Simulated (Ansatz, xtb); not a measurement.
## Relative energy of two isomers of C5H10O

Structure a is `CC(C)CC=O`, a singlet and structure b is `CC(C)(C)C=O`, a singlet. Both are isolated molecules in the gas phase, relaxed with PBE-D3(BJ)/def2-SVP; the shapes shown needn't be the lowest conformers.

a (Å):

```xyz
16

C     1.1128   -0.4901    1.5611
C     0.3988   -0.3365    0.2116
C     1.4020   -0.1975   -0.9392
C    -0.5809    0.8437    0.2260
C    -1.8033    0.6797    1.0994
O    -2.0879   -0.3178    1.7328
H     0.3865   -0.6422    2.3823
H     1.8004   -1.3600    1.5487
H     1.7205    0.4114    1.7922
H    -0.2075   -1.2544    0.0446
H     2.0201    0.7183   -0.8215
H     0.8944   -0.1340   -1.9239
H     2.0947   -1.0628   -0.9717
H    -0.9696    1.0608   -0.7980
H    -0.0764    1.7932    0.5259
H    -2.4856    1.5870    1.1140
```

b (Å):

```xyz
16

C    -1.5997   -1.0334    1.4749
C    -0.9162   -0.4698    0.2112
C     0.2944   -1.3159   -0.1926
C    -0.5186    1.0019    0.4517
C    -1.9620   -0.4752   -0.9041
O    -1.8668   -1.0592   -1.9629
H    -2.5112   -0.4569    1.7372
H    -0.9061   -0.9766    2.3387
H    -1.8904   -2.0947    1.3377
H     0.7613   -0.9243   -1.1176
H     1.0565   -1.3162    0.6126
H    -0.0035   -2.3637   -0.3941
H     0.1812    1.0706    1.3096
H    -1.4028    1.6300    0.6879
H    -0.0156    1.4348   -0.4366
H    -2.8856    0.1404   -0.6571
```

Question: Which of the two would you expect CCSD(T)/def2-SVP + ΔMP2/def2-TZVPP electronic energies to favour?

Answer: Structure b; the calculation gives E(b) − E(a) = −2.5 kcal/mol.

Level by level:

| level | geometry | E(b) − E(a) (kcal/mol) | departure from the last row (kcal/mol) | job, with rough time for the two |
| --- | --- | --- | --- | --- |
| GFN2-xTB | GFN2-xTB | −1.4 | +1.1 | optimisation, 0.38 s |
| HF/STO-3G | GFN2-xTB | −0.6 | +1.9 | single point, 1.2 s |
| r2SCAN-D4/def2-SVP | GFN2-xTB | −1.6 | +0.9 | single point, 8.4 s |
| PBE-D3(BJ)/def2-SVP | PBE-D3(BJ)/def2-SVP | −0.8 | +1.7 | optimisation, 54 s |
| HF/def2-SVP | PBE-D3(BJ)/def2-SVP | −0.5 | +2.0 | part of the CCSD(T) run |
| MP2/def2-SVP | PBE-D3(BJ)/def2-SVP | −2.7 | −0.2 | part of the CCSD(T) run |
| CCSD(T)/def2-SVP | PBE-D3(BJ)/def2-SVP | −2.3 | +0.2 | single point |
| CCSD(T)/def2-SVP + ΔMP2/def2-TZVPP | PBE-D3(BJ)/def2-SVP | −2.5 |  | single point, 2.8 min |

As drawn, both hold the same kinds of bond in the same numbers. Structure a has 2 methyl groups, b 3.

The levels shown agree on the order. The largest departure from CCSD(T)/def2-SVP + ΔMP2/def2-TZVPP is that of HF/def2-SVP, 2.0 kcal/mol. The last row adds to CCSD(T) the change of the MP2 difference between the two basis sets, here −0.2 kcal/mol.

With thermal terms from frequencies at re-optimised GFN2-xTB minima (ideal gas, soft modes damped towards free rotors, one conformer each, 298.15 K, 1 atm): the zero-point term adds −0.3 kcal/mol; ΔH is −2.6 and ΔG −2.8 kcal/mol.

The correlated steps freeze 6 core orbitals. Run with Ansatz 0.2.0, xtb 6.7.1; the last row on 2 threads of Intel(R) Xeon(R) Processor @ 2.50GHz (Skylake/Cascade Lake) on a shared host.
